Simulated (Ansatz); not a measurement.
Eight cases of bond dissociation energy of first-row species (electronic energies, kcal/mol), geometries: B3LYP-D3(BJ)/def2-TZVP. Functionals by Ansatz (a quantum-chemistry and plane-wave program) in def2-TZVPD; columns hold the difference against the high level (Ansatz, AFQMC by cisd_afqmc): A = CCSD(T)/CBS(cc-pVQZ,cc-pV5Z) + [CCSDT(Q) - CCSD(T)]/cc-pVDZ + core + X2C; B = CCSD(T)/CBS(cc-pVQZ,cc-pV5Z) + [CCSDT(Q) - CCSD(T)]/cc-pVTZ + [CCSDTQ - CCSDT(Q)]/cc-pVDZ + core + X2C; C = CCSD(T)/CBS(cc-pVQZ,cc-pV5Z) + [CCSDT(Q) - CCSD(T)]/cc-pVTZ + core + X2C; D = CCSD(T)/CBS(cc-pVTZ,cc-pVQZ) + [CCSDT(Q) - CCSD(T)]/cc-pVDZ + core + X2C. The cases were drawn at random from those of this class that have a high level and all functionals, leaving out states under which another spin lies or may lie. Left out are anions, K, Ca, elements past Kr, ionisation of Li, Na and Mg, pi-pi* triplets of linear molecules and other triplets made from a closed-shell parent. Runs that doubt their state, and full CI more than 15 mEh from coupled cluster, are set aside; a case stays where another high level and all functionals remain. AFQMC serves as high level only in triple zeta or larger, with a steady walk, a bar under 0.8 kcal/mol and agreement with other high levels or trials where they ran; where none ran, an unstable determinant or (outside 3d species) a high T1 diagnostic also bars it, so strongly correlated cases are thinned. No case was kept or dropped by the size of a functional's miss. Each difference is the functional minus the high level; affinities count positive where energy is released, gaps as the second state minus the first. Open shells are spin-unrestricted; no spin-orbit coupling. CBS(X,Y): correlation extrapolated as X^-3, Hartree-Fock from the larger set (Q,5: extrapolated as (X+1)exp(-9√X)). A bracket is a step between two methods taken in the basis named. The functionals are non-relativistic, so their misses hold any scalar relativity. '+ core + X2C': CCSD(T) terms for core correlation (cc-pwCVTZ) and scalar relativity (cc-pVTZ-DK). Where a partner has so few electrons that a lower coupled-cluster level is exact, that level stands in. The restricted determinant of F2O (FOF, singlet) is unstable towards broken spin symmetry in at least one set run. The UHF reference of CH2N (C=[N], doublet) is spin-contaminated (<S^2> up to 0.18 over the pure value in the sets run).

```json
[
 {"case": "C3H9N (propan-2-amine, SMILES C(N)(C)C) → CH3 (SMILES [CH3], doublet) + C2H6N (SMILES C[CH]N, doublet)", "level": "D", "value": "89.6", "PBE": "-6.4", "r2SCAN": "-10.6", "CAM-B3LYP": "-7.4"},
 {"case": "C2H4F2 (1,1-difluoroethane, SMILES CC(F)F) → CH3 (SMILES [CH3], doublet) + CHF2 (SMILES F[CH]F, doublet)", "level": "A", "value": "102.8", "PBE": "-4.3", "r2SCAN": "-8.8", "CAM-B3LYP": "-4.8"},
 {"case": "H4BNO2 (SMILES NB(O)O) → H2BO2 (SMILES O[B]O, doublet) + NH2 (SMILES [NH2], doublet)", "level": "D", "value": "138.0", "PBE": "-6.6", "r2SCAN": "-9.0", "CAM-B3LYP": "-3.7"},
 {"case": "C2H6O (SMILES OCC) → C2H5O (SMILES [CH2]CO, doublet) + H (doublet)", "level": "D", "value": "110.7", "PBE": "-4.7", "r2SCAN": "-6.2", "CAM-B3LYP": "-2.4"},
 {"case": "OF2 (SMILES FOF) → F (doublet) + OF (SMILES [O]F, doublet)", "level": "C", "value": "41.0", "PBE": "10.3", "r2SCAN": "0.3", "CAM-B3LYP": "-2.9"},
 {"case": "CH4O (methanol, SMILES CO) → CH3O (SMILES C[O], doublet) + H (doublet)", "level": "D", "value": "113.2", "PBE": "-6.9", "r2SCAN": "-8.1", "CAM-B3LYP": "-4.8"},
 {"case": "CH3N (SMILES N=C) → CH2N (SMILES [N]=C, doublet) + H (doublet)", "level": "B", "value": "95.7", "PBE": "-3.6", "r2SCAN": "-5.6", "CAM-B3LYP": "-2.6"},
 {"case": "C2H8N2 (SMILES C(N)CN) → 2 CH4N (SMILES [CH2]N, doublet)", "level": "D", "value": "80.7", "PBE": "-8.5", "r2SCAN": "-10.8", "CAM-B3LYP": "-8.8"}
]
```

Over these rows, PBE: mean -3.8, mean absolute 6.4, median absolute 6.5, largest +10.3; r2SCAN: mean -7.4, mean absolute 7.4, median absolute 8.5, largest -10.8; CAM-B3LYP: mean -4.7, mean absolute 4.7, median absolute 4.2, largest -8.8 kcal/mol. PBE lies above in 1 and below in 7 of the eight.
